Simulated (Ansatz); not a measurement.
## Which is lower?

Two relaxed structures of AlNH₅S (charge +1), singlet (PBE0-D4/def2-TZVP; forces vanish, vibrations not checked).

A:

```
atom    x (Å)    y (Å)    z (Å)
  N1  -0.1937  -0.4701  -0.6634
 Al2  -0.4917   1.2091   0.3735
  S3   0.0872  -1.1540   0.9597
  H4  -1.0000  -0.9482  -1.0662
  H5   0.8682   1.9712   0.4297
  H6  -2.0270   1.3374   0.6096
  H7   0.6023  -0.6289  -1.2788
  H8   1.4121  -0.9031   0.9661
```

B:

N1  (-0.634, 1.055, -0.303)
Al2  (0.623, -0.473, -0.169)
S3  (-0.030, -1.682, 1.461)
H4  (-1.268, 0.966, -1.100)
H5  (-0.153, 1.947, -0.434)
H6  (-1.226, 1.157, 0.523)
H7  (1.723, -0.392, -1.267)
H8  (0.964, -2.577, 1.290)
(Å)

Program: Ansatz 0.2.0. Basis: def2-TZVPP. Cores are frozen in the correlated methods. B3LYP uses VWN-RPA correlation.

Which structure is lower at CCSD(T), and by how much? (Judge from chemistry; the value comes from the calculation.)

Computed: B, by 2.433 eV (electronic energy, against the other). By their contacts, A is AlNH₅S ([NH2]1[AlH2][SH]1), total charge +1 and B is AlNH₅S ([NH3][AlH][SH]), total charge +1.

All methods give the same order:

```
   method  E(B) − E(A) (eV)
   PBE-D4            -2.330
r2SCAN-D4            -2.452
  PBE0-D4            -2.412
 B3LYP-D4            -2.390
  wB97M-V            -2.370
       HF            -2.572
      MP2            -2.506
     CCSD            -2.456
  CCSD(T)            -2.433
```

The T1 diagnostic stays at or below 0.011.

Labels in which every atom is bracketed show which atoms are joined, not bond orders.

For scale, one of the runs: CCSD(T)/def2-TZVPP, 185 basis functions, launched by `ansatz run in.yaml --threads 2 --pin off --events-out ev --progress --plain --max-ram 4352MiB`. The run took 21 s on 2 CPU threads of an Intel Xeon Platinum 8375C (shared host), with 1.7 GiB of host memory at its peak.
